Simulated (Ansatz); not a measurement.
Antifluorite Mg2Ge, treated with rVV10 in Ansatz (PAW).

Numerical settings: plane-wave cutoff 500 eV, 12×12×12 k mesh, Fermi–Dirac smearing 0.05 eV, scalar-relativistic PAW data made under PBE.

Computed at the level's own relaxed cell.

Problem. Give the computed volume per atom, lattice constant a and band gap.

Solution. 
- volume per atom: 22.22 Å³/atom
- lattice constant a: 6.437 Å
- band gap: 0.25 eV (on the SCF k mesh)

Measured, for comparison: band gap 0.74 eV (temperature not stated, not corrected to a static lattice, indirect, Γ–X; as tabulated in Ryu et al. (2019), arXiv:1905.06140); equilibrium volume per atom 21.69 Å³/atom, lattice constant a 6.385 Å (temperature not stated, not corrected to a static lattice; as tabulated in Grosch, Range, J. Alloys Compd. 235, 250 (1996)). Computed (rounded) less measured: equilibrium volume per atom +2.4 %, lattice constant a +0.8 %.

Spin–orbit coupling is not included.

Static lattice: no zero-point or thermal effects.

Ansatz is an electronic-structure program.
